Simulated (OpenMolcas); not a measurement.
# C2H8Si (SMILES C[SiH2]C): a chain of runs

We compute a single-point energy (HF/ANO-R0), then a single-point energy (CASSCF(2,2)/ANO-R1), then the energy along one coordinate (CASPT2(2,2)/ANO-R1), then the energy along one coordinate (SC-NEVPT2(2,2)/ANO-R1), then the energy along one coordinate (MC-PDFT[tPBE](2,2)/ANO-R1) of C2H8Si. 

The calculation is run with OpenMolcas 26.06.

**1. The molecule**

C2H8Si: 11 atoms, total charge 0, spin state singlet. As SMILES, `C[SiH2]C`. Geometry: relaxed at PBE0-D4/def2-TZVP.

Bond lengths: C1–Si2 1.872 Å, Si2–C3 1.872 Å, C1–H4 1.092 Å, C1–H5 1.093 Å, C1–H6 1.093 Å, Si2–H7 1.491 Å, Si2–H8 1.491 Å, C3–H9 1.093 Å, C3–H10 1.092 Å, C3–H11 1.093 Å. Some angles: C1–Si2–C3 111.5°, C1–Si2–H7 109.5°, C1–Si2–H8 109.5°, C3–Si2–H7 109.5°, C3–Si2–H8 109.5°, Si2–C1–H4 111.0°, Si2–C1–H5 110.9°, Si2–C1–H6 110.9°, Si2–C3–H9 110.9°, Si2–C3–H10 111.0°.

**2. A single-point energy at HF/ANO-R0 (sfX2C) (run 1)**

Contents of struct.xyz:

```xyz
11

C     -1.050200     0.967200    -0.661200
Si    -0.309200    -0.653200    -0.087600
C      1.346600    -0.392300     0.745700
H     -2.015800     0.806900    -1.146100
H     -0.391700     1.464600    -1.377800
H     -1.204900     1.644900     0.182100
H     -0.139900    -1.564200    -1.256100
H     -1.245100    -1.319300     0.863300
H      2.058200     0.075200     0.060400
H      1.772600    -1.342000     1.077400
H      1.244800     0.255200     1.620300
```

Contents of step1.input:

```
&gateway
coord
struct.xyz
basis
ANO-R0
group
NoSym
&seward
&scf
prorbitals
0
&localisation
occupied
freeze
pipek-mezey
&localisation
fileorb
$Project.LocOrb
virtual
pipek-mezey
```

Command:

```sh
$ export MOLCAS_MEM=1860
$ pymolcas step1.input > step1.log
```

What it wrote:

```text
--- Start Module: gateway ---
[...]
--- Stop Module: gateway /rc=_RC_ALL_IS_WELL_ ---
[...]
      Basis functions           27
[...]
       Convergence after   9 Iterations
[...]
::    Total SCF energy                               -369.2845740252
[...]
      Total spin, S                                     0.0000000000
[...]
      Total electronic charge=   34.000000
      Total            charge=   -0.000000
[...]
      Dipole Moment (debye):
      Origin of the operator (angstrom)=   -0.0835   -0.1891   -0.0235
                   X=  6.0761E-01               Y=  1.2504E+00               Z=  1.7241E-01           Total=  1.4008E+00
      Quadrupole Moment (debye*angstrom):
[...]
--- Start Module: localisation ---
[...]
--- Stop Module: localisation /rc=_RC_ALL_IS_WELL_ ---
--- Start Module: localisation ---
[...]
--- Stop Module: localisation /rc=_RC_ALL_IS_WELL_ ---
[...]
```

Run time: 2.8 s. Hardware: 1 thread of Arm Neoverse V1, shared host; peak memory 0.38 GiB.

**3. A single-point energy at CASSCF(2,2)/ANO-R1 (sfX2C, RICD fitting) (run 2)**

struct.xyz is that of step 2.

Contents of step2.input:

```
>>> EXPORT MOLCAS_PRINT=2

&gateway
  coord = struct.xyz
  basis = ANO-R0
  group = NoSym

&seward

&rasscf
  fileorb = $CurrDir/step1.LocOrb
  alter = 2
  1 12 17
  1 18 22
  spin = 1
  nactel = 2 0 0
  inactive = 16
  ras2 = 2
  orblisting = Nothing
>>> COPY $Project.RunFile RUNFIL1
>>> COPY $Project.RasOrb INPORB

&gateway
  coord = struct.xyz
  basis = ANO-R1
  group = NoSym
  ricd

&seward
>>> COPY $Project.RunFile RUNFIL2

&expbas

&rasscf
  fileorb = $Project.ExpOrb
  spin = 1
  nactel = 2 0 0
  inactive = 16
  ras2 = 2
  orblisting = Nothing
  orbappear = Compact
```

Command:

```sh
$ export MOLCAS_MEM=1860
$ pymolcas step2.input > step2.log
```

What it wrote:

```text
--- Start Module: gateway ---
[...]
      Basis functions           27
[...]
      Number of active orbitals                  2
[...]
      Spin quantum number                      0.0
[...]
      Active orbitals                            2
[...]
      Number of CSFs                             3
[...]
      Number of root(s) required                 1
[...]
      Convergence after 13 iterations
[...]
      printout of CI-coefficients larger than  0.05 for root  1
      energy=    -369.295431
      conf/sym  11     Coeff  Weight
             1  20   0.99564 0.99130
             3  02  -0.09327 0.00870
      Natural orbitals and occupation numbers for root  1
      sym 1:   1.982601   0.017399
      ************************************************************************************************************************
      *                                                    Final results                                                     *
[...]
::    RASSCF root number  1 Total energy:   -369.29543077
[...]
      Basis functions           86
[...]
      Convergence after 14 iterations
[...]
      Natural orbitals and occupation numbers for root  1
      sym 1:   1.983191   0.016809
      ************************************************************************************************************************
      *                                                    Final results                                                     *
[...]
::    RASSCF root number  1 Total energy:   -370.02287427
[...]
      Total electronic charge=   34.000000
      Total            charge=   -0.000000
[...]
      Dipole Moment (debye):
      Origin of the operator (angstrom)=   -0.0835   -0.1891   -0.0235
                   X=  3.3462E-01               Y=  6.5548E-01               Z=  9.8859E-02           Total=  7.4257E-01
      Quadrupole Moment (debye*angstrom):
[...]
```

It took 9.3 s on 1 thread of Arm Neoverse V1, shared host; peak memory 0.38 GiB.

**4. The energy along one coordinate at CASPT2(2,2)/ANO-R1 (sfX2C, RICD fitting, ipea shift 0.25 Eh, pt2 variant SS) (run 3)**

Contents of step3.inp:

```
* C2H8Si CASPT2
>>> COPY $CurrDir/step2.RasOrb $Project.RasOrb
>>> ForEach K in (1, 2, 3, 4, 5, 6, 7, 8, 9)

&GATEWAY
  Coord
  $CurrDir/point$K.xyz
  Basis
  ANO-R1
  Group
  NoSym
  RICD

&SEWARD

&RASSCF
  FileOrb
  $Project.RasOrb
  Spin
  1
  Nactel
  2 0 0
  Inactive
  16
  Ras2
  2
  OrbListing
  Nothing
  OrbAppear
  Compact

&CASPT2
  Imaginary
  0.2
  Frozen
  7
>>> EndDo
```

Command:

```sh
$ export MOLCAS_MEM=1860
$ pymolcas step3.inp > step3.log
```

What it wrote:

```text
[...]
      Basis functions           86
[...]
      Number of active orbitals                  2
[...]
      Spin quantum number                      0.0
[...]
      Active orbitals                            2
[...]
      Number of CSFs                             3
[...]
      Number of root(s) required                 1
[...]
      Convergence after 10 iterations
[...]
      printout of CI-coefficients larger than  0.05 for root  1
      energy=    -370.011523
      conf/sym  11     Coeff  Weight
             1  20   0.99707 0.99415
             3  02  -0.07645 0.00585
      Natural orbitals and occupation numbers for root  1
      sym 1:   1.988309   0.011691
      ************************************************************************************************************************
      *                                                    Final results                                                     *
[...]
::    RASSCF root number  1 Total energy:   -370.01152278
[...]
::    CASPT2 Root  1     Total energy:   -370.40663643
[...]
      Convergence after 10 iterations
[...]
      Natural orbitals and occupation numbers for root  1
      sym 1:   1.983210   0.016790
      ************************************************************************************************************************
      *                                                    Final results                                                     *
[...]
      Convergence after 11 iterations
[...]
      Convergence after 10 iterations
[...]
      Convergence after 11 iterations
[...]
::    RASSCF root number  1 Total energy:   -369.87048093
[...]
::    CASPT2 Root  1     Total energy:   -370.25199885
[...]
      Convergence after  9 iterations
[...]
::    RASSCF root number  1 Total energy:   -369.86015589
[...]
      Reference weight:           0.87401
[...]
::    CASPT2 Root  1     Total energy:   -370.23956616
[...]
```

Run time: 59 s. Hardware: 1 thread of Arm Neoverse V1, shared host; peak memory 0.084 GiB.

The scan, from its lowest point:

```csv
H4–C1 (Å),energy (kJ/mol)
0.983,27.8
1.092,0.0
1.202,13.3
1.365,69.1
1.584,164.0
1.857,272.3
2.185,366.3
2.622,433.8
3.277,466.5
```

**5. The energy along one coordinate at SC-NEVPT2(2,2)/ANO-R1 (sfX2C, RICD fitting, pt2 variant SC-NEVPT2) (run 4)**

Contents of step4.inp:

```
* C2H8Si NEVPT2
>>> EXPORT MOLCAS_PRINT=2
>>> COPY $CurrDir/step2.RasOrb $Project.RasOrb
>>> ForEach K in (1, 2, 3, 4, 5, 6, 7, 8, 9)

&GATEWAY
 Coord
 $CurrDir/point$K.xyz
 Basis
 ANO-R1
 Group
 NoSym
 RICD

&SEWARD

&RASSCF
 FileOrb
 $Project.RasOrb
 Spin
 1
 Nactel
 2 0 0
 Inactive
 16
 Ras2
 2
 OrbListing
 Nothing
 OrbAppear
 Compact

&CASPT2
 SC-NEVPT2
 Frozen
 7
>>> EndDo
```

Command:

```sh
$ export MOLCAS_MEM=1860
$ pymolcas step4.inp > step4.log
```

What it wrote:

```text
--- Start Module: gateway ---
[...]
      Basis functions           86
[...]
      Number of active orbitals                  2
[...]
      Spin quantum number                      0.0
[...]
      Active orbitals                            2
[...]
      Number of CSFs                             3
[...]
      Number of root(s) required                 1
[...]
      Convergence after 10 iterations
[...]
      printout of CI-coefficients larger than  0.05 for root  1
      energy=    -370.011523
      conf/sym  11     Coeff  Weight
             1  20   0.99707 0.99415
             3  02  -0.07645 0.00585
      Natural orbitals and occupation numbers for root  1
      sym 1:   1.988309   0.011691
      ************************************************************************************************************************
      *                                                    Final results                                                     *
[...]
::    RASSCF root number  1 Total energy:   -370.01152278
[...]
::    SC-NEVPT2 Root  1     Total energy:   -370.40328234
[...]
      Convergence after 10 iterations
[...]
      Natural orbitals and occupation numbers for root  1
      sym 1:   1.983210   0.016790
      ************************************************************************************************************************
      *                                                    Final results                                                     *
[...]
      Convergence after 11 iterations
[...]
      Convergence after 10 iterations
[...]
      Convergence after 11 iterations
[...]
::    RASSCF root number  1 Total energy:   -369.87048093
[...]
::    SC-NEVPT2 Root  1     Total energy:   -370.24925281
[...]
      Convergence after  9 iterations
[...]
::    RASSCF root number  1 Total energy:   -369.86015589
[...]
::    SC-NEVPT2 Root  1     Total energy:   -370.23705727
[...]
```

It took 58 s on 1 thread of Arm Neoverse V1, shared host; peak memory 0.084 GiB.

The scan, from its lowest point:

```csv
H4–C1 (Å),energy (kJ/mol)
0.983,28.9
1.092,0.0
1.202,12.3
1.365,66.9
1.584,161.2
1.857,270.1
2.185,365.1
2.622,433.3
3.277,465.3
```

**6. The energy along one coordinate at MC-PDFT[tPBE](2,2)/ANO-R1 (sfX2C, RICD fitting) (run 5)**

Contents of step5.input:

```
>>> COPY $CurrDir/step2.RasOrb $Project.RasOrb
>>> ForEach K in (1, 2, 3, 4, 5, 6, 7, 8, 9)

&GATEWAY
 Coord = $CurrDir/point$K.xyz
 Basis = ANO-R1
 Group = NoSym
 RICD

&SEWARD

&RASSCF
 FileOrb = $Project.RasOrb
 Spin = 1
 Nactel = 2 0 0
 Inactive = 16
 Ras2 = 2
 OrbListing = Nothing
 OrbAppear = Compact

&MCPDFT
 KSDFT = T:PBE
>>> EndDo
```

Command:

```sh
$ export MOLCAS_MEM=1860
$ pymolcas step5.input > step5.log
```

What it wrote:

```text
--- Start Module: gateway ---
[...]
      Basis functions           86
[...]
      Number of active orbitals                  2
[...]
      Spin quantum number                      0.0
[...]
      Active orbitals                            2
[...]
      Number of CSFs                             3
[...]
      Number of root(s) required                 1
[...]
      Convergence after 10 iterations
[...]
      printout of CI-coefficients larger than  0.05 for root  1
      energy=    -370.011523
      conf/sym  11     Coeff  Weight
             1  20   0.99707 0.99415
             3  02  -0.07645 0.00585
      Natural orbitals and occupation numbers for root  1
      sym 1:   1.988309   0.011691
      ************************************************************************************************************************
      *                                                    Final results                                                     *
[...]
::    RASSCF root number  1 Total energy:   -370.01152278
[...]
::    MCPDFT root number  1 Total energy:   -370.89472783
[...]
      Convergence after 10 iterations
[...]
      Natural orbitals and occupation numbers for root  1
      sym 1:   1.983210   0.016790
      ************************************************************************************************************************
      *                                                    Final results                                                     *
[...]
      Convergence after 11 iterations
[...]
      Convergence after 10 iterations
[...]
      Convergence after 11 iterations
[...]
::    RASSCF root number  1 Total energy:   -369.87048093
[...]
::    MCPDFT root number  1 Total energy:   -370.73201811
[...]
      Convergence after  9 iterations
[...]
::    RASSCF root number  1 Total energy:   -369.86015589
[...]
::    MCPDFT root number  1 Total energy:   -370.71872780
[...]
```

It took 70 s on 1 thread of Arm Neoverse V1, shared host; peak memory 0.084 GiB.

The scan, from its lowest point:

```csv
H4–C1 (Å),energy (kJ/mol)
0.983,27.9
1.092,0.0
1.202,12.9
1.365,68.3
1.584,164.0
1.857,276.6
2.185,378.7
2.622,455.1
3.277,490.0
```

**7. What came out**

| quantity | value |
| --- | --- |
| run 1, HF/ANO-R0: total energy | -369.28457 Eh |
| run 1, HF/ANO-R0: dipole moment | 1.40 D |
| run 1, HF/ANO-R0: HOMO energy | -13.51 eV |
| run 1, HF/ANO-R0: LUMO energy | 3.83 eV |
| run 1, HF/ANO-R0: HOMO–LUMO gap | 17.34 eV |
| run 2, CASSCF(2,2)/ANO-R1: total energy | -370.02287 Eh |
| run 2, CASSCF(2,2)/ANO-R1: dipole moment (CASSCF density) | 0.74 D |
| run 3, CASPT2(2,2)/ANO-R1: lowest energy of the scan | -370.41723 Eh |
| run 4, SC-NEVPT2(2,2)/ANO-R1: lowest energy of the scan | -370.41429 Eh |
| run 5, MC-PDFT[tPBE](2,2)/ANO-R1: lowest energy of the scan | -370.90536 Eh |

Mulliken charges (run 1, HF/ANO-R0) run from -1.04 on C1 to +0.59 on Si2; they depend strongly on the basis.
